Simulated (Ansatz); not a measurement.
The reference is Ge in the diamond structure (space group Fd-3m, No. 227; a = 5.6727 Å).

All numbers come from Kohn–Sham DFT with the r2SCAN functional, run in Ansatz (a first-principles code) with PAW and 500 eV plane waves, without spin-orbit coupling, earlier PAW set.

Now apply this change: Sn takes the place of Ge on all its sites; the structure is relaxed again.

Measured lattice parameter a: Ge 5.644 Å (static lattice; corrected from measurement; as listed in Daniel Mejia-Rodriguez, S. B. Trickey, Phys. Rev. B (2018)); Sn 6.477 Å (static lattice; corrected from measurement; as listed in Daniel Mejia-Rodriguez, S. B. Trickey, Phys. Rev. B (2018)).

Task: How well does r2SCAN reproduce the measured shift?

Result: With r2SCAN the lattice parameter a moves by +0.896 Å (5.673 → 6.568) against +0.833 Å measured.

Whether these cells are dynamically stable was not tested.
